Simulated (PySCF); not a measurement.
# J couplings in H2NCO+

Molfile (atoms numbered from 1):
```
CH2NO
     RDKit          3D

  5  4  0  0  0  0  0  0  0  0999 V2000
   -0.5053   -0.0037   -0.0392 N   0  0  0  0  0  0  0  0  0  0  0  0
    0.7617   -0.0460    0.0079 C   0  0  0  0  0  0  0  0  0  0  0  0
    1.8876   -0.0825    0.0492 O   0  0  0  0  0  0  0  0  0  0  0  0
   -0.9966    0.8991   -0.0519 H   0  0  0  0  0  0  0  0  0  0  0  0
   -1.0553   -0.8718   -0.0625 H   0  0  0  0  0  0  0  0  0  0  0  0
  1  2  1  0
  2  3  3  0
  1  4  1  0
  1  5  1  0
M  CHG  1   3   1
M  END
```

Couplings: B3LYP/pcJ-1 in PySCF 2.14.0 with density-fitted response routines, geometry PBE0-D3(BJ)/def2-SVP; gas phase, one conformer, non-relativistic. Couplings are averaged over pairs made equivalent by symmetry, fast rotation or ring inversion, so a value needn't be that of the named pair in this geometry, while other rotamers aren't included; one pair stands for each set, and the list holds those of at least 0.8 Hz over up to four bonds.

Isotopes: 15N, 1H, 13C, 17O. Couplings to quadrupolar nuclei such as 17O and 33S are rarely resolved in practice.

```tsv
pair	bonds	J (Hz)
N1, C2	1	?
N1, H4	1	-114.8
C2, O3	1	4.2
N1, O3	2	-2.6
C2, H4	2	5.0
H4, H5	2	-10.5
O3, H4	3	?
```

Estimate the withheld couplings, with signs.

## Answers


- 1J(N1,C2) = -49.0 Hz (bond length 1.269 Å)
- 3J(O3,H4) = -0.9 Hz
